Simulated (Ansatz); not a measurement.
Task: a search for lower mean-field states of LiSi, with Ansatz's Python interface. Give the script and its output. Use (for the species named): PBE, def2-SVP basis, multiplicity 2.

```xyz
2

Li    0.0000    0.0000    0.0000
Si    0.0000    0.0000    2.4000
```

Script `run_states.py`:
```python
"""Restricted and unrestricted solutions of LiSi, stretched and not."""

from dataclasses import dataclass

import ansatz as az
from ase import Atoms
import numpy as np


@dataclass(frozen=True)
class Options:
    basis_set: str = "def2-SVP"
    xc: str = "pbe"


settings = Options()

atoms = Atoms(["Li", "Si"], positions=[
    (0.0, 0.0, 0.0),
    (0.0, 0.0, 2.4),
])
molecule = az.Crystal.molecule_from_ase(atoms)
symbols = [site.symbol for site in molecule.cartesian_sites]

start = np.array([site.position_ang for site in molecule.cartesian_sites])
for factor in [1.0, 1.5]:
    xyz = (start - start.mean(axis=0)) * factor
    scaled = az.Crystal.molecule()
    for symbol, place in zip(symbols, xyz):
        scaled = scaled.atom(symbol, place.tolist())
    job = (
        scaled.calculation()
        .basis(gaussian=settings.basis_set)
        .functional(settings.xc)
        .spin("collinear", total=1)  # spin-polarised run
    )
    for search in ("off", "standard"):
        try:
            r = job.scf(lower_state_search=search).run(threads=1, pin="off").report
        except az.AnsatzError as error:
            print(f"x{factor} search {search}: {type(error).__name__}")
            continue
        state = r["mean_field"]["state"]
        print(f"all distances x{factor}, search {search:8s} E = {r['free_energy_ev']:.5f} eV  <S^2> = {abs(state['spin_squared']):.3f}  other states met: {len(r['mean_field']['others'])}")
```

```console
$ python run_states.py
all distances x1.0, search off      E = -8071.78878 eV  <S^2> = 1.584  other states met: 0
all distances x1.0, search standard E = -8071.78878 eV  <S^2> = 1.584  other states met: 18
all distances x1.5, search off      E = -8071.07315 eV  <S^2> = 1.383  other states met: 0
all distances x1.5, search standard E = -8071.07315 eV  <S^2> = 1.383  other states met: 20
```

Total energies depend on the basis set; only differences at equal settings carry meaning. The count of other states can hold repeated and symmetry-equivalent ends of the search; scaling all distances is a test, and for more than two atoms no physical path. The run takes the species as open-shell (spin multiplicity 2), which needn't be its ground state. The expectation value of S² is noticeably off S(S+1) in at least one run, so that state is spin-contaminated. The spin state was assumed, and another may lie lower. Run time: 14 s on 1 thread of Arm Neoverse V1 (shared host), peak memory 0.16 GiB.
